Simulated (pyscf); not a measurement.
Insertion: `[O]=[Sn]` [singlet] + `[FH]` → `[O]=[SnH][F]`

Gas phase, singlet surface, charge 0. Bonds broken: F3–H4. Bonds formed: Sn1–F3, Sn1–H4. Single points on ωB97X-D3(BJ)/def2-SVP structures (PySCF, gas phase). Correlated levels are frozen-core, on RHF or UHF. ΔMP2 is the change of the MP2 total energy from the triple- to the quadruple-zeta basis.

Transition state (Å):

```xyz
4

Sn     0.0374    -0.5455    -1.1411
O      1.0458    -0.6907    -2.6411
F      0.2801     1.0407     0.2279
H     -0.7050    -0.0748     0.3453
```

One imaginary mode, 1312i cm⁻¹; descent along it reached the two sides named.

```
bond    change  reactant side (Å)  saddle  product side
------  ------  -----------------  ------  ------------
F3–H4   breaks              0.926   1.493           2.8
Sn1–F3   forms                2.8   2.109         1.936
Sn1–H4   forms                3.4   1.727         1.694
```

Electronic energies relative to the separated reactants (kcal/mol):

| level | barrier | reaction energy | reverse barrier |
|---|---|---|---|
| ωB97X-D3(BJ)/def2-TZVP | 45.2 | +9.8 | 35.4 |
| PBE/def2-TZVP | 36.8 | +13.2 | 23.6 |
| r²SCAN/def2-TZVP | 38.5 | +10.5 | 27.9 |
| B3LYP-D3(BJ)/def2-TZVP | 44.9 | +15.2 | 29.7 |
| PBE0-D3(BJ)/def2-TZVP | 43.3 | +12.7 | 30.6 |
| M06-2X/def2-TZVP | 46.3 | +9.3 | 37.0 |
| ωB97M-D3(BJ)/def2-TZVP | 47.9 | +14.3 | 33.6 |
| HF/def2-TZVP | 63.9 | +13.8 | 50.1 |
| MP2/def2-QZVPP | 52.7 | +22.2 | 30.5 |
| CCSD/def2-TZVPP | 54.4 | +17.4 | 37.1 |
| CCSD(T)/def2-TZVPP | 51.5 | +18.1 | 33.4 |
| CCSD(T)/def2-TZVPP + ΔMP2(QZVPP) | 50.1 | +17.6 | 32.5 |

With CCSD(T)/def2-TZVPP + ΔMP2(QZVPP) energies and thermal terms (ideal gas, 1 atm, RRHO with modes under 100 cm⁻¹ raised to 100, one conformer, R ln 2 for rigid chiral ones), in kcal/mol:

```json
[
 {"T (K)": "298", "ΔH‡": "47.3", "ΔG‡": "55.5", "ΔH": "+16.1", "ΔG": "+24.3"},
 {"T (K)": "600", "ΔH‡": "47.1", "ΔG‡": "64.0", "ΔH": "+16.3", "ΔG": "+32.6"},
 {"T (K)": "900", "ΔH‡": "47.2", "ΔG‡": "72.3", "ΔH": "+16.9", "ΔG": "+40.6"},
 {"T (K)": "1200", "ΔH‡": "47.5", "ΔG‡": "80.7", "ΔH": "+17.7", "ΔG": "+48.3"}
]
```

O=SnH–F lies 72.4 kcal/mol over its isomer HO–Sn:–F [singlet], and others may lie lower still (electronic energy, ωB97M-D3(BJ)). One saddle was located; it need not be the lowest between these sides. The CCSD(T) − MP2 part came from Ansatz, without density fitting, on the same reference. The largest closed-shell T1 diagnostic is 0.033, which may signal static correlation. The frozen core leaves the outer d or s,p core shells of the metals and heavy elements correlated in the MP2 and CC values, and def2-TZVPP describes them poorly, which can shift differences by a few kcal/mol. Elements past Kr carry the def2 core potentials, without spin-orbit coupling.
